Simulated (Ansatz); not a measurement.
**GeBCl, triplet: the ladder up to UCCSDT(Q)**

Geometry: displaced at random from a stationary point.

| atom | x (Å) | y (Å) | z (Å) |
| --- | --- | --- | --- |
| Cl | -0.0154 | -0.0090 | -1.7572 |
| B | -0.0163 | -0.0252 | -0.0761 |
| Ge | 0.0317 | 0.0342 | 1.8333 |

Basis cc-pVDZ; Ansatz 0.2.0. Correlated methods freeze the noble-gas cores and the filled d shells of p-block atoms, which leaves 14 electrons in 39 orbitals. R marks a restricted (for open shells ROHF) determinant, U an unrestricted one. No spin–orbit coupling is included, and no scalar relativity.

Full CI isn't at hand for all of this; UCCSDT(Q) serves as the reference, and is uncertain by about the last step of the cluster series.

- UHF ⟨S²⟩: 2.019
- T1 diagnostic (RCCSD): 0.0194
- largest doubles amplitude (RCCSD): 0.085
- T1 diagnostic (UCCSD): 0.0178

Problem. From what is known of these methods and the diagnostics, rank them by the size of their error in total energy against UCCSDT(Q) in cc-pVDZ, smallest first (an estimate: the text doesn't fix the numbers).
A. UHF
B. UMP2
C. UCCSD(T)
D. UCCSD
E. UCCSDT

Solution. E (0.49 kcal/mol), C (1.36 kcal/mol), D (7.84 kcal/mol), B (27.90 kcal/mol), A (189.24 kcal/mol).

All errors are against UCCSDT(Q) in cc-pVDZ. Within each family the higher level lies nearer, as is usual though not guaranteed.
